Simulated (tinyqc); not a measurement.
RHF in the sto-6g basis, for H2F+, spin multiplicity 1, step by step (part 1 of 2). Computed by tinyqc, a small Python program that keeps every step (integrals from PySCF). Settings: charge = 1, multiplicity = 1, basis = sto-6g, energy threshold = 1e-09, iteration cap = 76, orthogonalisation = symmetric, start = highest core orbitals, DIIS depth = 8, method = RHF. Command: `OMP_NUM_THREADS=1 python tinyqc.py 31866 31867 out.jsonl` (the two numbers bound the seeds that draw the settings). One thread of a shared host (Intel(R) Xeon(R) Processor @ 2.60GHz), about 0.2 s of CPU time with the checks. Later iterations appear only in the table of the cycle.

## One-electron integrals

Geometry (angstrom):
```
atom         x          y         z
F     0.000000   0.000000  0.000000
H     0.000000   0.847000  0.652000
H     0.000000  -0.821000  0.632000
```

Basis sto-6g: exponents (1/bohr^2) and contraction coefficients of normalised primitives:
```
element  l (shell)     exponent  coefficient
F            s (1)  1728.626574     0.009164
F            s (1)   316.941790     0.049361
F            s (1)    88.668891     0.168538
F            s (1)    30.460157     0.370563
F            s (1)    11.828570     0.416492
F            s (1)     4.871659     0.130334
F            s (2)    67.032281    -0.013253
F            s (2)    13.267438    -0.046992
F            s (2)     4.123510    -0.033785
F            s (2)     1.586463     0.250242
F            s (2)     0.689002     0.595117
F            s (2)     0.315820     0.240706
F            p (3)    67.032281     0.003760
F            p (3)    13.267438     0.037679
F            p (3)     4.123510     0.173897
F            p (3)     1.586463     0.418036
F            p (3)     0.689002     0.425860
F            p (3)     0.315820     0.101708
H            s (1)    35.523221     0.009164
H            s (1)     6.513144     0.049361
H            s (1)     1.822143     0.168538
H            s (1)     0.625955     0.370563
H            s (1)     0.243077     0.416492
H            s (1)     0.100112     0.130334
```

Overlap, kinetic and nuclear-attraction integrals over the contracted functions; the nuclear repulsion is the sum of Za Zb / Rab.

nuclear repulsion = 9.36963766 hartree

overlap S:
```
           1F 1s     1F 2s    1F 2px     1F 2py    1F 2pz     2H 1s      3H 1s
1F 1s   1.000000  0.232479  0.000000   0.000000  0.000000  0.035670   0.038483
1F 2s   0.232479  1.000000  0.000000   0.000000  0.000000  0.356951   0.376209
1F 2px  0.000000  0.000000  1.000000   0.000000  0.000000  0.000000   0.000000
1F 2py  0.000000  0.000000  0.000000   1.000000  0.000000  0.232358  -0.241927
1F 2pz  0.000000  0.000000  0.000000   0.000000  1.000000  0.178864   0.186234
2H 1s   0.035670  0.356951  0.000000   0.232358  0.178864  1.000000   0.200679
3H 1s   0.038483  0.376209  0.000000  -0.241927  0.186234  0.200679   1.000000
```

kinetic energy T (hartree):
```
            1F 1s      1F 2s    1F 2px     1F 2py    1F 2pz      2H 1s      3H 1s
1F 1s   37.397730  -1.143349  0.000000   0.000000  0.000000  -0.004682  -0.004173
1F 2s   -1.143349   1.082297  0.000000   0.000000  0.000000   0.060935   0.072894
1F 2px   0.000000   0.000000  3.251325   0.000000  0.000000   0.000000   0.000000
1F 2py   0.000000   0.000000  0.000000   3.251325  0.000000   0.130710  -0.146444
1F 2pz   0.000000   0.000000  0.000000   0.000000  3.251325   0.100618   0.112732
2H 1s   -0.004682   0.060935  0.000000   0.130710  0.100618   0.768522  -0.002792
3H 1s   -0.004173   0.072894  0.000000  -0.146444  0.112732  -0.002792   0.768522
```

nuclear attraction V (hartree):
```
             1F 1s       1F 2s      1F 2px      1F 2py      1F 2pz      2H 1s      3H 1s
1F 1s   -78.828275   -8.099543    0.000000    0.000597   -0.014760  -1.422327  -1.535442
1F 2s    -8.099543  -12.478155    0.000000    0.006480   -0.171343  -3.323030  -3.534515
1F 2px    0.000000    0.000000  -12.422231    0.000000    0.000000   0.000000   0.000000
1F 2py    0.000597    0.006480    0.000000  -12.526617    0.003320  -1.875088   1.978190
1F 2pz   -0.014760   -0.171343    0.000000    0.003320  -12.484087  -1.491218  -1.571329
2H 1s    -1.422327   -3.323030    0.000000   -1.875088   -1.491218  -5.907617  -1.334305
3H 1s    -1.535442   -3.534515    0.000000    1.978190   -1.571329  -1.334305  -6.030273
```

core Hamiltonian H = T + V (hartree):
```
             1F 1s       1F 2s     1F 2px     1F 2py     1F 2pz      2H 1s      3H 1s
1F 1s   -41.430545   -9.242892   0.000000   0.000597  -0.014760  -1.427008  -1.539615
1F 2s    -9.242892  -11.395858   0.000000   0.006480  -0.171343  -3.262095  -3.461620
1F 2px    0.000000    0.000000  -9.170906   0.000000   0.000000   0.000000   0.000000
1F 2py    0.000597    0.006480   0.000000  -9.275291   0.003320  -1.744377   1.831746
1F 2pz   -0.014760   -0.171343   0.000000   0.003320  -9.232761  -1.390600  -1.458597
2H 1s    -1.427008   -3.262095   0.000000  -1.744377  -1.390600  -5.139095  -1.337097
3H 1s    -1.539615   -3.461620   0.000000   1.831746  -1.458597  -1.337097  -5.261750
```

## Two-electron integrals

Functions are numbered as in S; the eight-fold symmetry (ij|kl) = (ji|kl) = (kl|ij) leaves the list below.

Two-electron integrals (ij|kl) in chemists' order, unique and non-zero (hartree):
```
(11|11) 5.406240    (21|11) 0.768129    (21|21) 0.138909    (22|11) 1.266271
(22|21) 0.283987    (22|22) 0.926367    (31|31) 0.029452    (32|31) 0.044681
(32|32) 0.204753    (33|11) 1.266273    (33|21) 0.283987    (33|22) 0.926366
(33|33) 0.998085    (41|41) 0.029452    (42|41) 0.044681    (42|42) 0.204753
(43|43) 0.053789    (44|11) 1.266273    (44|21) 0.283987    (44|22) 0.926366
(44|33) 0.890506    (44|44) 0.998085    (51|51) 0.029452    (52|51) 0.044681
(52|52) 0.204753    (53|53) 0.053789    (54|54) 0.053789    (55|11) 1.266273
(55|21) 0.283987    (55|22) 0.926366    (55|33) 0.890506    (55|44) 0.890506
(55|55) 0.998085    (61|11) 0.125567    (61|21) 0.021771    (61|22) 0.043551
(61|33) 0.043478    (61|41) 0.000750    (61|42) 0.001468    (61|44) 0.043617
(61|51) 0.000578    (61|52) 0.001130    (61|54) 0.000107    (61|55) 0.043560
(61|61) 0.003469    (62|11) 0.320219    (62|21) 0.072906    (62|22) 0.265619
(62|33) 0.261846    (62|41) 0.004192    (62|42) 0.031715    (62|44) 0.268952
(62|51) 0.003227    (62|52) 0.024413    (62|54) 0.005470    (62|55) 0.266057
(62|61) 0.011432    (62|62) 0.094603    (63|31) 0.008064    (63|32) 0.046290
(63|43) 0.006610    (63|53) 0.005088    (63|63) 0.013814    (64|11) 0.173585
(64|21) 0.040076    (64|22) 0.156086    (64|33) 0.149501    (64|41) 0.010066
(64|42) 0.063834    (64|44) 0.166825    (64|51) 0.001542    (64|52) 0.013505
(64|54) 0.008248    (64|55) 0.151933    (64|61) 0.006554    (64|62) 0.068236
(64|64) 0.062647    (65|11) 0.133622    (65|21) 0.030850    (65|22) 0.120152
(65|33) 0.115082    (65|41) 0.001542    (65|42) 0.013505    (65|44) 0.118242
(65|51) 0.009250    (65|52) 0.056686    (65|54) 0.009042    (65|55) 0.127131
(65|61) 0.005045    (65|62) 0.052526    (65|64) 0.037591    (65|65) 0.042750
(66|11) 0.483148    (66|21) 0.112071    (66|22) 0.469734    (66|33) 0.454131
(66|41) 0.008020    (66|42) 0.084849    (66|44) 0.483523    (66|51) 0.006174
(66|52) 0.065315    (66|54) 0.022625    (66|55) 0.471548    (66|61) 0.017699
(66|62) 0.217447    (66|64) 0.181847    (66|65) 0.139982    (66|66) 0.774999
(71|11) 0.135535    (71|21) 0.023496    (71|22) 0.046990    (71|33) 0.046910
(71|41) -0.000809   (71|42) -0.001581   (71|44) 0.047061    (71|51) 0.000623
(71|52) 0.001217    (71|54) -0.000116   (71|55) 0.047000    (71|61) 0.003699
(71|62) 0.011997    (71|64) 0.006301    (71|65) 0.005296    (71|66) 0.018410
(71|71) 0.004040    (72|11) 0.340629    (72|21) 0.077529    (72|22) 0.281851
(72|33) 0.277869    (72|41) -0.004452   (72|42) -0.033469   (72|44) 0.285370
(72|51) 0.003427    (72|52) 0.025764    (72|54) -0.005774   (72|55) 0.282314
(72|61) 0.011825    (72|62) 0.082596    (72|64) 0.040969    (72|65) 0.044492
(72|66) 0.155048    (72|71) 0.013116    (72|72) 0.105806    (73|31) 0.008640
(73|32) 0.049374    (73|43) -0.006997   (73|53) 0.005386    (73|63) 0.011766
(73|73) 0.015576    (74|11) -0.182760   (74|21) -0.042187   (74|22) -0.163968
(74|33) -0.157001   (74|41) 0.010759    (74|42) 0.067807    (74|44) -0.175332
(74|51) -0.001631   (74|52) -0.014190   (74|54) 0.008725    (74|55) -0.159571
(74|61) -0.006142   (74|62) -0.040379   (74|64) -0.008636   (74|65) -0.021320
(74|66) -0.068208   (74|71) -0.007449   (74|72) -0.075554   (74|74) 0.069142
(75|11) 0.140687    (75|21) 0.032475    (75|22) 0.126222    (75|33) 0.120858
(75|41) -0.001631   (75|42) -0.014190   (75|44) 0.124197    (75|51) 0.009895
(75|52) 0.060297    (75|54) -0.009567   (75|55) 0.133610    (75|61) 0.005172
(75|62) 0.044183    (75|64) 0.021440    (75|65) 0.035243    (75|66) 0.091615
(75|71) 0.005735    (75|72) 0.058161    (75|74) -0.041235   (75|75) 0.047318
(76|11) 0.120745    (76|21) 0.027821    (76|22) 0.111162    (76|33) 0.108966
(76|41) 0.000016    (76|42) 0.000186    (76|44) 0.110820    (76|51) 0.001919
(76|52) 0.017745    (76|54) 0.000042    (76|55) 0.113699    (76|61) 0.004324
(76|62) 0.040538    (76|64) 0.025561    (76|65) 0.025679    (76|66) 0.102352
(76|71) 0.004664    (76|72) 0.042618    (76|74) -0.026412   (76|75) 0.026766
(76|76) 0.021977    (77|11) 0.496719    (77|21) 0.115185    (77|22) 0.481317
(77|33) 0.465096    (77|41) -0.008391   (77|42) -0.087814   (77|44) 0.495652
(77|51) 0.006459    (77|52) 0.067599    (77|54) -0.023522   (77|55) 0.483203
(77|61) 0.017535    (77|62) 0.149635    (77|64) 0.066652    (77|65) 0.089162
(77|66) 0.313681    (77|71) 0.019635    (77|72) 0.232767    (77|74) -0.192790
(77|75) 0.148408    (77|76) 0.102352    (77|77) 0.774999
```

## Orthogonalisation

S = U s U^T; symmetric (Loewdin) form X = U s^(-1/2) U^T, so that X^T S X = 1.

eigenvalues of S: 0.477750  0.551213  0.897634  1.000000  1.092445  1.249532  1.731425

X:
```
            1F 1s      1F 2s    1F 2px     1F 2py     1F 2pz      2H 1s      3H 1s
1F 1s    1.022410  -0.131577  0.000000   0.000358  -0.005453   0.015338   0.016208
1F 2s   -0.131577   1.135948  0.000000  -0.004599   0.055973  -0.191362  -0.207795
1F 2px   0.000000   0.000000  1.000000   0.000000   0.000000   0.000000   0.000000
1F 2py   0.000358  -0.004599  0.000000   1.056648  -0.001986  -0.150207   0.157731
1F 2pz  -0.005453   0.055973  0.000000  -0.001986   1.027284  -0.094334  -0.100970
2H 1s    0.015338  -0.191362  0.000000  -0.150207  -0.094334   1.103185  -0.077941
3H 1s    0.016208  -0.207795  0.000000   0.157731  -0.100970  -0.077941   1.115012
```

## Starting guess

The start is the highest orbitals of the core Hamiltonian (a deliberately bad start); D = 2 C_occ C_occ^T.

D at the start:
```
            1F 1s      1F 2s    1F 2px     1F 2py     1F 2pz      2H 1s      3H 1s
1F 1s    0.011537  -0.069030  0.000000  -0.006750   0.113901   0.050385   0.052486
1F 2s   -0.069030   0.503964  0.000000   0.017960  -0.414376  -0.565376  -0.620678
1F 2px   0.000000   0.000000  2.000000   0.000000   0.000000   0.000000   0.000000
1F 2py  -0.006750   0.017960  0.000000   2.326994   0.002726  -0.676849   0.704647
1F 2pz   0.113901  -0.414376  0.000000   0.002726   1.917206  -0.319165  -0.344380
2H 1s    0.050385  -0.565376  0.000000  -0.676849  -0.319165   2.550227  -0.330212
3H 1s    0.052486  -0.620678  0.000000   0.704647  -0.344380  -0.330212   2.615634
```

## Iteration 1: building the Fock matrix

J_ij = sum D_kl (ij|kl), K_ij = sum D_kl (ik|jl); F = H + J - 0.5 K; E = tr D H + tr D J / 2 - 0.25 tr D K + E_nn.

Coulomb J (hartree):
```
            1F 1s      1F 2s    1F 2px     1F 2py     1F 2pz     2H 1s      3H 1s
1F 1s    9.520179   2.145005  0.000000   0.002154  -0.023835  0.328562   0.354345
1F 2s    2.145005   7.363228  0.000000   0.009292  -0.003188  2.267563   2.398098
1F 2px   0.000000   0.000000  7.308552   0.000000   0.000000  0.000000   0.000000
1F 2py   0.002154   0.009292  0.000000   7.426466  -0.000631  1.403758  -1.464703
1F 2pz  -0.023835  -0.003188  0.000000  -0.000631   7.354647  1.089709   1.140258
2H 1s    0.328562   2.267563  0.000000   1.403758   1.089709  4.914565   1.042858
3H 1s    0.354345   2.398098  0.000000  -1.464703   1.140258  1.042858   4.968747
```

exchange K (hartree):
```
            1F 1s      1F 2s    1F 2px     1F 2py     1F 2pz     2H 1s      3H 1s
1F 1s    0.197351   0.271716  0.000000   0.001645  -0.027808  0.047522   0.050478
1F 2s    0.271716   1.413060  0.000000   0.034885  -0.594847  0.459525   0.475905
1F 2px   0.000000   0.000000  2.252340   0.000000   0.000000  0.000000   0.000000
1F 2py   0.001645   0.034885  0.000000   2.338510   0.007791  0.470638  -0.472895
1F 2pz  -0.027808  -0.594847  0.000000   0.007791   2.117279  0.201241   0.205288
2H 1s    0.047522   0.459525  0.000000   0.470638   0.201241  1.616855   0.245644
3H 1s    0.050478   0.475905  0.000000  -0.472895   0.205288  0.245644   1.610302
```

Fock matrix F (hartree):
```
             1F 1s      1F 2s     1F 2px     1F 2py     1F 2pz      2H 1s      3H 1s
1F 1s   -32.009042  -7.233745   0.000000   0.001929  -0.024690  -1.122207  -1.210510
1F 2s    -7.233745  -4.739160   0.000000  -0.001670   0.122892  -1.224294  -1.301475
1F 2px    0.000000   0.000000  -2.988524   0.000000   0.000000   0.000000   0.000000
1F 2py    0.001929  -0.001670   0.000000  -3.018080  -0.001207  -0.575938   0.603490
1F 2pz   -0.024690   0.122892   0.000000  -0.001207  -2.936754  -0.401512  -0.420983
2H 1s    -1.122207  -1.224294   0.000000  -0.575938  -0.401512  -1.032957  -0.417060
3H 1s    -1.210510  -1.301475   0.000000   0.603490  -0.420983  -0.417060  -1.098155
```

total energy of this density = -37.97775866 hartree

## Iteration 1: diagonalisation and new density

Diagonalise F' = X^T F X, C = X C', fill 5 alpha and 5 beta electrons from the bottom; D = 2 C_occ C_occ^T. Each column has its largest component positive (the first on a tie).

F' = X^T F X (hartree):
```
            1          2          3          4          5          6          7
1  -31.660641  -3.136785   0.000000   0.001809  -0.042458  -0.206876  -0.230458
2   -3.136785  -3.576242   0.000000  -0.003903   0.143648  -0.315783  -0.338317
3    0.000000   0.000000  -2.988524   0.000000   0.000000   0.000000   0.000000
4    0.001809  -0.003903   0.000000  -3.016447  -0.001896  -0.154947   0.161610
5   -0.042458   0.143648   0.000000  -0.001896  -2.934175  -0.093379  -0.099443
6   -0.206876  -0.315783   0.000000  -0.154947  -0.093379  -0.695157  -0.085417
7   -0.230458  -0.338317   0.000000   0.161610  -0.099443  -0.085417  -0.725594
```

orbital energies (hartree): MO1 -32.010875, MO2 -3.340364, MO3 -3.037247, MO4 -2.988524, MO5 -2.907607, MO6 -0.709360, MO7 -0.602802

coefficients C:
```
              MO1        MO2        MO3       MO4        MO5        MO6        MO7
1F 1s    1.001958  -0.226214   0.000403  0.000000  -0.072921   0.052292   0.004148
1F 2s   -0.009211   1.023667  -0.002697  0.000000   0.340376  -0.475090  -0.033007
1F 2px   0.000000   0.000000   0.000000  1.000000   0.000000   0.000000   0.000000
1F 2py  -0.000018   0.003090   1.031897  0.000000  -0.013027   0.043164  -0.311637
1F 2pz   0.000129  -0.269844   0.011447  0.000000   0.978154  -0.218130  -0.016127
2H 1s    0.001974  -0.055150  -0.074959  0.000000  -0.061124   0.655456   0.921621
3H 1s    0.002097  -0.057991   0.076465  0.000000  -0.065465   0.852006  -0.767090
```

D after iteration 1:
```
            1F 1s      1F 2s    1F 2px     1F 2py     1F 2pz      2H 1s      3H 1s
1F 1s    2.120823  -0.531238  0.000000   0.001298  -0.020304   0.037761   0.040048
1F 2s   -0.531238   2.327683  0.000000  -0.008108   0.113355  -0.154153  -0.163744
1F 2px   0.000000   0.000000  2.000000   0.000000   0.000000   0.000000   0.000000
1F 2py   0.001298  -0.008108  0.000000   2.129983  -0.003529  -0.153448   0.159155
1F 2pz  -0.020304   0.113355  0.000000  -0.003529   2.059463  -0.091530  -0.095021
2H 1s    0.037761  -0.154153  0.000000  -0.153448  -0.091530   0.024801   0.002944
3H 1s    0.040048  -0.163744  0.000000   0.159155  -0.095021   0.002944   0.027000
```

## Iteration 2: building the Fock matrix

As before.

Coulomb J (hartree):
```
            1F 1s      1F 2s    1F 2px     1F 2py    1F 2pz     2H 1s      3H 1s
1F 1s   21.108085   3.824398  0.000000  -0.000155  0.002682  0.602553   0.650248
1F 2s    3.824398   9.985870  0.000000  -0.000085  0.001876  2.772771   2.943750
1F 2px   0.000000   0.000000  9.986878   0.000000  0.000000  0.000000   0.000000
1F 2py  -0.000155  -0.000085  0.000000   9.985437  0.000159  1.598127  -1.679339
1F 2pz   0.002682   0.001876  0.000000   0.000159  9.985290  1.229545   1.292120
2H 1s    0.602553   2.772771  0.000000   1.598127  1.229545  4.714059   1.130987
3H 1s    0.650248   2.943750  0.000000  -1.679339  1.292120  1.130987   4.832612
```

exchange K (hartree):
```
            1F 1s      1F 2s    1F 2px     1F 2py    1F 2pz     2H 1s      3H 1s
1F 1s   11.160627   1.807359  0.000000  -0.000046  0.000768  0.307433   0.331346
1F 2s    1.807359   3.229926  0.000000  -0.000602  0.012047  0.823054   0.876323
1F 2px   0.000000   0.000000  2.678588   0.000000  0.000000  0.000000   0.000000
1F 2py  -0.000046  -0.000602  0.000000   2.688778  0.000039  0.374549  -0.395099
1F 2pz   0.000768   0.012047  0.000000   0.000039  2.681587  0.289988   0.306258
2H 1s    0.307433   0.823054  0.000000   0.374549  0.289988  0.338479   0.212603
3H 1s    0.331346   0.876323  0.000000  -0.395099  0.306258  0.212603   0.379507
```

Fock matrix F (hartree):
```
             1F 1s      1F 2s     1F 2px     1F 2py     1F 2pz      2H 1s      3H 1s
1F 1s   -25.902774  -6.322174   0.000000   0.000465  -0.012461  -0.978171  -1.055040
1F 2s    -6.322174  -3.024951   0.000000   0.006696  -0.175491  -0.900851  -0.956032
1F 2px    0.000000   0.000000  -0.523322   0.000000   0.000000   0.000000   0.000000
1F 2py    0.000465   0.006696   0.000000  -0.634244   0.003459  -0.333525   0.349957
1F 2pz   -0.012461  -0.175491   0.000000   0.003459  -0.588265  -0.306049  -0.319606
2H 1s    -0.978171  -0.900851   0.000000  -0.333525  -0.306049  -0.594276  -0.312411
3H 1s    -1.055040  -0.956032   0.000000   0.349957  -0.319606  -0.312411  -0.618892
```

total energy of this density = -98.94051734 hartree

## Iteration 2: DIIS over 2 matrices

error matrix X^T (FDS - SDF) X:
```
           1          2         3          4          5          6          7
1   0.000000   0.045231  0.000000  -0.001358   0.016805  -0.195293  -0.206743
2  -0.045231   0.000000  0.000000  -0.004407   0.048364   0.365666   0.388231
3   0.000000   0.000000  0.000000   0.000000   0.000000   0.000000   0.000000
4   0.001358   0.004407  0.000000   0.000000   0.000405   0.515547  -0.537077
5  -0.016805  -0.048364  0.000000  -0.000405   0.000000   0.345495   0.364560
6   0.195293  -0.365666  0.000000  -0.515547  -0.345495   0.000000  -0.000337
7   0.206743  -0.388231  0.000000   0.537077  -0.364560   0.000337   0.000000
```

B (overlaps of the stored error matrices):
```
                1               2
1   5.7031471e-01  -4.6979312e-01
2  -4.6979312e-01   2.3530359e+00
```

Minimise |sum c_i e_i|^2 with sum c_i = 1: solve [B -1; -1 0][c; lambda] = [0; -1] with B_ij = tr e_i^T e_j, and take F = sum c_i F_i.

DIIS coefficients: 0.730747  0.269253

extrapolated F (hartree):
```
             1F 1s      1F 2s     1F 2px     1F 2py     1F 2pz      2H 1s      3H 1s
1F 1s   -30.364910  -6.988302   0.000000   0.001535  -0.021398  -1.083425  -1.168649
1F 2s    -6.988302  -4.277604   0.000000   0.000582   0.042551  -1.137206  -1.208463
1F 2px    0.000000   0.000000  -2.324761   0.000000   0.000000   0.000000   0.000000
1F 2py    0.001535   0.000582   0.000000  -2.376225   0.000050  -0.510667   0.535226
1F 2pz   -0.021398   0.042551   0.000000   0.000050  -2.304416  -0.375808  -0.393687
2H 1s    -1.083425  -1.137206   0.000000  -0.510667  -0.375808  -0.914841  -0.388883
3H 1s    -1.168649  -1.208463   0.000000   0.535226  -0.393687  -0.388883  -0.969112
```
